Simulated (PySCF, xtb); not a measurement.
Acid–base and redox partners of N=C=O. Gas-phase values, no solvent. One relaxed conformer stands for each flexible species; it need not be the lowest. Strings in code marks are SMILES.

Quantity: bond dissociation enthalpy (X–H) at 298 K, in kJ/mol. HF references are unrestricted for open shells and restricted for singlets. Thermal and zero-point terms are GFN2-xTB rigid-rotor harmonic values (xtb).

Level 1: M06-2X/def2-TZVP (PySCF)
Level 2: B3LYP/6-311+G** // M06-2X/def2-TZVP (PySCF)
Level 3: SVWN5/6-31G* // M06-2X/def2-TZVP (PySCF)
Level 4: HF/3-21G // M06-2X/def2-TZVP (PySCF)

| species | level 1 | level 2 | level 3 | level 4 |
|---|---|---|---|---|
| H atom removed from N1: `O=C=[N]` | 464.1 | 453.0 | 507.1 | 318.6 |
